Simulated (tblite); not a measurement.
C4H3NO.
Cartesian coordinates in Å at the GFN2-xTB level; atoms count from 1:
```xyz
9
C4H3NO angstrom
N      2.228    1.433   -0.482
C      1.584    0.508   -0.275
C      0.837   -0.661   -0.021
C     -0.491   -0.673    0.151
C     -1.312    0.543    0.093
O     -2.504    0.557    0.243
H      1.425   -1.570    0.027
H     -1.016   -1.598    0.344
H     -0.737    1.467   -0.105
```

Method: GFN2-xTB as coded in tblite; computed harmonic values from a numerical Hessian at the method's own geometry, unscaled. Errors from tens to a few hundred cm⁻¹ against measured bands are possible. One conformer, not necessarily the lowest.

Harmonic wavenumbers (cm⁻¹): 114.4, 129.0, 237.9, 314.7, 474.8, 478.6, 683.2, 773.3, 923.6, 938.7, 950.8, 1059.8, 1171.6, 1298.0, 1370.9, 1626.9, 1749.8, 2362.1, 2790.6, 3049.0, 3082.5.

A = 10137, B = 2085, C = 1729 MHz; mass 81.021 u (most abundant isotopes); point group Cs, symmetry number 1.

Zero-point energy?

½Σν̃ = 12790 cm⁻¹ = 153.00 kJ/mol.

What is S at 298.15 K and 1 bar for an ideal gas of classical rigid rotors and harmonic oscillators?

Translation 163.66, rotation 111.20, vibration 49.56: S = 324.4 J/(mol K).

And Cp and H(298.15 K) − H(0)?

Cp = 90.54 J/(mol K), of which vibrations give 57.28 (their classical limit is 21 R = 174.6); H(298.15 K) − H(0) = 18.31 kJ/mol without the zero-point energy, 8.39 from vibrations.

Blend soft modes into free rotors: weight 1/[1 + (100 cm⁻¹/ν̃)⁴] for the oscillator and the rest for a rotor with moment μB/(μ + B), μ = h/(8π²ν), B = 10⁻⁴⁴ kg m². What vibrational entropy results?

48.48 J/(mol K) in place of 49.56, which changes −T·S at 298.15 K by +0.32 kJ/mol.

How do the functions run with temperature in this model?

```tsv
T (K)	S (J/(mol K))	Cp (J/(mol K))	H − H(0) (kJ/mol)	G − H(0) (kJ/mol)	ln q(vib)
100	249.7	52.4	4.09	-20.89	0.43
200	292.2	72.0	10.33	-48.11	1.47
300	325.0	90.9	18.48	-79.02	2.60
500	379.2	122.4	39.99	-149.63	4.87
800	443.9	152.3	81.60	-273.50	8.11
1000	479.3	165.1	113.41	-365.91	10.11
```

q(vib) and H(0) count from the zero-point level.

Which modes carry the vibrational entropy at 298.15 K?

114.4 cm⁻¹: 13.36; 129.0 cm⁻¹: 12.39; 237.9 cm⁻¹: 7.61; 314.7 cm⁻¹: 5.60; 474.8 cm⁻¹: 3.03; 478.6 cm⁻¹: 2.99 J/(mol K); the other 15 give 4.59 together.

Hindered rotation and anharmonicity are outside this model. Other conformers, if any are populated, would add a mixing term that is left out.

Hardware: an Intel Xeon at 2.70 GHz with one thread, shared host. Cost: 0.17 s. The figure is for the frequency step alone.
